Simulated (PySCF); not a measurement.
Gas-phase reaction: 6 AlCH3 → 6 AlH + C4H6 (butadiene) + C2H6

Method: PySCF energies (xtb for GFN2) plus ideal-gas RRHO corrections (1 bar). † marks an energy on the PBE0/def2-TZVP geometry and frequencies; other levels use their own. CCSD(T) freezes the core. All species are closed-shell singlets. AlCH3: computed as isolated molecules; such fragments, hydroxides, amides, oligomers or adducts are transient or little studied in the gas. CCSD(T) isn't extrapolated to the basis-set limit; its ΔH°(298 K) is 387.7 kJ in def2-SVP and 431.2 kJ in def2-TZVPP. The harmonic model lacks anharmonicity and excited electronic states, which grow with temperature; levels with a mode under 35 cm⁻¹ are left out. Internal rotation in C4H6 (butadiene), C2H6 is treated as a harmonic vibration of one conformer, which makes the entropy rough.

```tsv
level	ΔE electronic, kJ	ΔH°(298 K), kJ	ΔS°(298 K), J/K	ΔG°(1000 K), kJ
CCSD(T)/def2-SVP†	427	388	190	200
GFN2-xTB	103	71	177	-106
HF/def2-TZVP†	376	337	190	148
M06-2X/def2-TZVP†	524	485	190	297
PBE/def2-TZVP†	500	460	190	272
r2SCAN/def2-TZVP†	522	483	190	295
ωB97X-V/def2-TZVP†	487	448	190	260
```
ΔH° is lowest at GFN2-xTB and highest at M06-2X/def2-TZVP†. No reference value is set beside these.
